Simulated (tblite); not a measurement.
C5H10O.
SMILES with atom numbers: `[CH3:1]/[CH:2]=[C:3](\[CH3:4])[CH2:5][OH:6]` (hydrogens: H7, H8, H9 on C1; H10 on C2; H11, H12, H13 on C4; H14, H15 on C5; H16 on O6)

Computed with GFN2-xTB (tblite), gas phase: nudged elastic band of 9 images (0 to 8), spring 0.2 eV/Å², climbing image at the end, force threshold 0.05 eV/Å. The top image wasn't refined or checked by frequencies; at this threshold it can lie a kcal/mol or more above the true saddle point of the method.

The band describes a rotation about C3–C5 (fully substituted alkene carbon, carbinol carbon (C–OH)), followed by the dihedral C4–C3–C5–O6, from the optimised start (-60°) to a second optimised geometry at 65°.

Q: Give the energy profile along the converged band.

A: 
```json
{"image": "0", "dihedral (°)": "-60", "E (eV)": "0.000", "C3–C5 (Å)": "1.510", "C4···O6 (Å)": "2.98", "largest true force (eV/Å)": "0.01"}
{"image": "1", "dihedral (°)": "-45", "E (eV)": "0.013", "C3–C5 (Å)": "1.512", "C4···O6 (Å)": "2.89", "largest true force (eV/Å)": "0.04"}
{"image": "2", "dihedral (°)": "-30", "E (eV)": "0.051", "C3–C5 (Å)": "1.517", "C4···O6 (Å)": "2.85", "largest true force (eV/Å)": "0.05"}
{"image": "3", "dihedral (°)": "-14", "E (eV)": "0.101", "C3–C5 (Å)": "1.521", "C4···O6 (Å)": "2.85", "largest true force (eV/Å)": "0.05"}
{"image": "4", "dihedral (°)": "4", "E (eV)": "0.135", "C3–C5 (Å)": "1.523", "C4···O6 (Å)": "2.87", "largest true force (eV/Å)": "0.05"}
{"image": "5", "dihedral (°)": "20", "E (eV)": "0.128", "C3–C5 (Å)": "1.521", "C4···O6 (Å)": "2.89", "largest true force (eV/Å)": "0.05"}
{"image": "6", "dihedral (°)": "35", "E (eV)": "0.089", "C3–C5 (Å)": "1.516", "C4···O6 (Å)": "2.91", "largest true force (eV/Å)": "0.05"}
{"image": "7", "dihedral (°)": "50", "E (eV)": "0.049", "C3–C5 (Å)": "1.512", "C4···O6 (Å)": "2.95", "largest true force (eV/Å)": "0.03"}
{"image": "8", "dihedral (°)": "65", "E (eV)": "0.036", "C3–C5 (Å)": "1.509", "C4···O6 (Å)": "3.05", "largest true force (eV/Å)": "0.01"}
```

Barriers of this band. The top is image 4 at 4°: 0.135 eV forward and 0.099 eV back; the end lies 0.036 eV above the start. The central bond is 0.013 Å longer at the top than at the start.

Q: What rate follows at 298 K for crossing this barrier forward?

A: Taking the electronic barrier for the free energy of activation (no zero-point or entropy terms, transmission 1), rate = (kT/h)·exp(−ΔE/kT) ≈ 3 × 10^10 s⁻¹, whose inverse is 3 × 10^-11 s. An error of 1 kcal/mol in the barrier changes this by a factor of 5, and the method and the loose band can each miss by that much or more.

Q: How would the two end points share their population at 298 K, from these energies alone?

A: exp(−ΔE/kT) with ΔE = 0.036 eV gives 0.25 for the higher one (end) against 1 for the lower, without vibrational, rotational or degeneracy terms. GFN2-xTB can put conformers this close in the wrong order.

Q: How long is the path, and how are the images spaced?

A: Cartesian distances between aligned neighbours (all atoms, Å): 0.66, 0.65, 0.65, 0.69, 0.62, 0.66, 0.67, 0.70; the sum is 5.30 Å, and the top lies 50 % of the way along.

What follows is the cost of the whole band run. Hardware: one thread of an Intel Xeon Platinum 8488C, no GPU (shared host). Cost: 2.2 s wall, 0.18 GiB resident at most.
